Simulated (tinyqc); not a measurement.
RHF in the sto-3g basis, for H2O, spin multiplicity 1, step by step. One step of it, computed by the program tinyqc.

Question. Iteration 9 (converged): orbitals. Diagonalise F' = X^T F X, C = X C', fill 5 alpha and 5 beta electrons from the bottom; D = 2 C_occ C_occ^T. Each column has its largest component positive (the first on a tie).

converged F (hartree), lower triangle:
```
             1O 1s      1O 2s     1O 2px     1O 2py     1O 2pz      2H 1s      3H 1s
1O 1s   -20.270381
1O 2s    -5.166009  -2.412834
1O 2px    0.000000   0.000000  -0.394178
1O 2py    0.000000   0.000000   0.000000  -0.223315
1O 2pz   -0.024653  -0.072603   0.000000   0.000000  -0.262571
2H 1s    -0.795336  -0.763732   0.000000  -0.327350  -0.347844  -0.399077
3H 1s    -0.795336  -0.763732   0.000000   0.327350  -0.347844  -0.275027  -0.399077
```

X, lower triangle:
```
            1O 1s      1O 2s    1O 2px     1O 2py     1O 2pz      2H 1s     3H 1s
1O 1s    1.023479
1O 2s   -0.135372   1.141272
1O 2px   0.000000   0.000000  1.000000
1O 2py   0.000000   0.000000  0.000000   1.057569
1O 2pz  -0.007617   0.071985  0.000000   0.000000   1.043419
2H 1s    0.017915  -0.205183  0.000000  -0.156063  -0.124232   1.119976
3H 1s    0.017915  -0.205183  0.000000   0.156063  -0.124232  -0.076735  1.119976
```

Give: F' = X^T F X; orbital energies; coefficients C; D after iteration 9.

Answer.

F' = X^T F X (hartree), lower triangle:
```
         1       2       3       4       5       6       7
1  -19.897
2   -2.681  -1.340
3    0.000   0.000  -0.394
4    0.000   0.000   0.000  -0.040
5   -0.054   0.104   0.000   0.000  -0.121
6   -0.084  -0.377   0.000  -0.370  -0.315  -0.029
7   -0.084  -0.377   0.000   0.370  -0.315  -0.085  -0.029
```

orbital energies (hartree): MO1 -20.279, MO2 -1.209, MO3 -0.518, MO4 -0.456, MO5 -0.394, MO6 0.472, MO7 0.534

coefficients C:
```
           MO1     MO2     MO3     MO4    MO5     MO6     MO7
1O 1s    0.995  -0.240   0.000   0.096  0.000  -0.103   0.000
1O 2s    0.024   0.895   0.000  -0.487  0.000   0.610   0.000
1O 2px   0.000   0.000   0.000   0.000  1.000   0.000   0.000
1O 2py   0.000   0.000   0.632   0.000  0.000   0.000   0.876
1O 2pz   0.003   0.084   0.000   0.708  0.000   0.785   0.000
2H 1s   -0.004   0.139   0.455   0.349  0.000  -0.679  -0.730
3H 1s   -0.004   0.139  -0.455   0.349  0.000  -0.679   0.730
```

D after iteration 9, lower triangle:
```
         1O 1s   1O 2s  1O 2px  1O 2py  1O 2pz   2H 1s  3H 1s
1O 1s    2.112
1O 2s   -0.476   2.076
1O 2px   0.000   0.000   2.000
1O 2py   0.000   0.000   0.000   0.800
1O 2pz   0.102  -0.539   0.000   0.000   1.017
2H 1s   -0.008  -0.091   0.000   0.576   0.518   0.697
3H 1s   -0.008  -0.091   0.000  -0.576   0.518  -0.132  0.697
```
